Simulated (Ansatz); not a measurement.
# CH₃N, SMILES C[N]: a single point from an input written key by key

With Ansatz 0.2.0, Python API.

The cells in order, each with its output:

In [1]:
```python
import ansatz
import numpy as np
import pandas as pd
```

In [2]:
```python
DECK = """
crystal:
  periodic: [false, false, false]
  atoms:
    - { symbol: C, position_ang: [-0.0676, 0.0081, 0.0057] }
    - { symbol: "N", position_ang: [1.368, -0.1647, -0.1153] }
    - { symbol: H, position_ang: [-0.3703, -0.1417, 1.0624] }
    - { symbol: H, position_ang: [-0.3452, 1.0327, -0.3168] }
    - { symbol: H, position_ang: [-0.5848, -0.7345, -0.636] }
magnetization:
  spin_polarized: true
  initial_magnetization: 2
basis:
  gaussian: { orbitals: def2-SVP }
hamiltonian:
  xc: pbe
output:
  forces: true
"""
```

In [3]:
```python
session = ansatz.Session.from_yaml(DECK)
r = session.plan(threads=1).execute().report
```

In [4]:
```python
print("reference energy %16.6f eV" % r["reference_energy_ev"])
print("total energy     %16.6f eV" % r["free_energy_ev"])
print("occupied orbitals outside the frozen core (up, down):", r["n_occupied"], " frozen:", r["n_frozen"], " virtual:", r["n_virtual"])
symbols = ["C", "N", "H", "H", "H"]
```
```text
reference energy     -2567.330812 eV
total energy         -2567.330812 eV
occupied orbitals outside the frozen core (up, down): [9, 7]  frozen: 0  virtual: [34, 36]
```

In [5]:
```python
forces = np.array(r["forces_ev_ang"])
print("largest force", round(float(np.linalg.norm(forces, axis=1).max()), 4), "eV/A, rms", round(float(np.sqrt((forces ** 2).mean())), 4))
charges = r["charge_distribution"]
table = pd.DataFrame({"atom": symbols, "mulliken": charges["mulliken_charges_e"], "lowdin": charges["lowdin_charges_e"]})
print(table.round(3).to_string())
print("dipole (e A):", np.round(charges["dipole_moment_e_ang"], 4) + 0.0)
```
```text
largest force 1.6316 eV/A, rms 0.5057
  atom  mulliken  lowdin
0    C    -0.005  -0.095
1    N    -0.187   0.056
2    H     0.064   0.013
3    H     0.064   0.013
4    H     0.064   0.013
dipole (e A): [-0.4296  0.0517  0.0362]
```

Caveats:
- Total energies depend on the basis set; only differences at equal settings carry meaning.
- The geometry is a force-field or estimated start, not a minimum of this method, and the basis set is short of its limit.
- The species is open-shell (spin multiplicity 3).
- The Löwdin charges here are taken after orthogonalising the functions within each atom; they differ from plain Löwdin charges, and their signs can be unphysical.
- Run time: 0.9 s on 1 thread of AMD EPYC 9R14 (Zen 4), on a shared host, peak memory 0.2 GiB.

(Lines on the test bed's own set-up are left out of the output.)
